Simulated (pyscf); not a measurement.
Structures and frequencies: ωB97X-D3(BJ)/def2-SVP in PySCF.

For the elementary gas-phase step `[OH2]` + `[NH2][Hf]([F])([F])[F]` -> `[OH][Hf]([F])([F])[F]` + `[NH3]` (singlet surface; H–O, Hf–N broken, Hf–O, H–N formed), what barrier and reaction energy does M06-2X/def2-TZVP give, measured from the separated reactants?…

ΔE‡ = -0.57 eV, ΔE = -0.70 eV. ωB97M-D3(BJ)/def2-TZVP gives -0.44 eV and -0.75 eV. Zero-point energy shifts the barrier by +0.02 eV. It is a four-centre exchange, with an imaginary mode of 765i cm⁻¹. On the reactant side the descent ends in an adduct with a Hf–O contact (not fully relaxed), 0.88 eV under the separated species and 0.35 eV under the saddle at ωB97X-D3(BJ)/def2-TZVP. On the product side the descent ends in an adduct with a Hf–N contact, 1.15 eV under the separated species and 1.34 eV under the saddle at ωB97X-D3(BJ)/def2-TZVP. At M06-2X the saddle lies under the separated reactants, which points to a path from their complex (located at ωB97X-D3(BJ) alone). What is counted as formed (Hf–O) is already present as a longer contact in the reactant adduct; forming that adduct is a step of its own. What is counted as broken (Hf–N) persists as a longer contact in the product adduct; parting that adduct is a step of its own. One saddle was located; it need not be the lowest between these sides. Elements past Kr carry the def2 core potentials, without spin-orbit coupling.
